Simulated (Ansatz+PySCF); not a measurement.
Values are calculated unless marked as measured or tabulated.
This PySCF input gave a total energy of -54.90788 hartree.

```python
from pyscf import gto, scf

mol = gto.M(atom="""
N 0.000000 0.000000 -0.141320
H 0.000000 0.000000 0.989210
""", basis='def2-svp', charge=0, spin=2)
mf = scf.UHF(mol)
mf.init_guess = 'minao'
mf.kernel()
while True:  # follow internal instabilities
    mo, _, stable, _ = mf.stability(return_status=True)
    if stable: break
    mf.kernel(mf.make_rdm1(mo, mf.mo_occ))
print(mf.converged, mf.e_tot, mf.spin_square()[0])
```

Q: Write an input for Ansatz with the same method and basis set.

A:

```yaml
crystal:
  periodic: [false, false, false]
  atoms:
    - { symbol: "N", position_ang: [0.0, 0.0, -0.14132] }
    - { symbol: H, position_ang: [0.0, 0.0, 0.98921] }
basis:
  gaussian: { orbitals: def2-SVP }
magnetization:
  spin_polarized: true
  initial_magnetization: 2
hamiltonian:
  xc: hf
```

Ansatz (development build ahead of 0.2.0) gave -54.90788 hartree, 0.00 meV from the first.
